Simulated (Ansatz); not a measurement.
# CHOSi+ (singlet): the correlation ladder, cc-pVDZ

One table from this session's results is given with a row withheld; the runs are named, their logs left out.

Method: cc-pVDZ, core rule «outside noble gas», up to 7 orbitals frozen; program: Ansatz 0.2.0, Gaussian basis.

Plan: UHF; CCSD(T) on RHF; CCSD(T) on UHF; BCCD(T) on RHF; CISD; CCSDT(Q) on RHF; CCSDT(Q) on UHF; CASSCF and MRCISD+Q, 8 electrons in 8 orbitals; CASSCF and MRCISD+Q(relaxed), 8 electrons in 8 orbitals; CASSCF and NEVPT2, 8 electrons in 8 orbitals.

23 further runs of the same task are left out: 11 that didn't finish, 12 set aside as unsound or not needed. Runs told in other sessions of the task aren't counted.

## The system

The geometry is a PBE0/def2-TZVP stationary point (not a proven minimum) of the parent state, kept for this charge and spin.

4 atoms, charge 1, spin multiplicity 1.

Atoms are counted from 1 here; the program's logs count them from 0.

Bond lengths: C1–O2 1.127 Å, Si3–H4 1.529 Å.

The first run:

Input file in.yaml:

```yaml
crystal:
  periodic: [false, false, false]
  atoms:
    - {symbol: C, position_ang: [0.000000, -0.024020, 2.154831]}
    - {symbol: O, position_ang: [0.000000, 0.064782, 1.031260]}
    - {symbol: Si, position_ang: [0.000000, -0.078311, -1.463067]}
    - {symbol: H, position_ang: [0.000000, 1.439987, -1.279434]}
basis:
  gaussian: {orbitals: cc-pVDZ}
total_charge: 1
magnetization: {spin_polarized: true, initial_magnetization: 0}
hamiltonian: {xc: hf}
output: {orbitals: {seedname: orbitals}}
```

Started as:

```console
> ansatz run in.yaml --threads 1 --pin off --events-out ev --progress --plain --max-ram 2393MiB
```

Steps of the session up to this table: UHF; CCSD(T) on RHF; CCSD(T) on UHF; BCCD(T) on RHF; CISD; CCSDT(Q) on RHF; CCSDT(Q) on UHF; CASSCF and MRCISD+Q, 8 electrons in 8 orbitals; CASSCF and MRCISD+Q(relaxed), 8 electrons in 8 orbitals; CASSCF and NEVPT2, 8 electrons in 8 orbitals.

One of the session's tables, all rows but one given; the rest of the session is left out.

```
                    method  from RCCSDT(Q) (kJ/mol)
                       RHF                  +1020.4
                       UHF                  +1020.1
                      RMP2                   +122.5
                      CISD                   +142.2
                     RCCSD                    +36.7
                  RCCSD(T)                        ?
                   BCCD(T)                     +4.6
                    RCCSDT                     +2.8
                 RCCSDT(Q)                        0
           CASSCF frontier                   +638.1
           NEVPT2 frontier                   +181.0
           MRCISD frontier                    +64.3
         MRCISD+Q frontier                     +4.9
MRCISD+Q(relaxed) frontier                     +2.9
```

Q: Estimate the row for RCCSD(T) from the others.

As computed: from RCCSDT(Q) (kJ/mol): +5.0. In the column «from RCCSDT(Q) (kJ/mol)» it lies between MRCISD+Q frontier (+4.9) and RCCSD (+36.7).

Not comparable, so not listed: CCSD(T) on UHF; CCSDT(Q) on UHF (they don't share determinant, frozen orbitals or solution with the rows shown, or repeat one).

To keep in mind: Warnings: restricted reference is unstable.
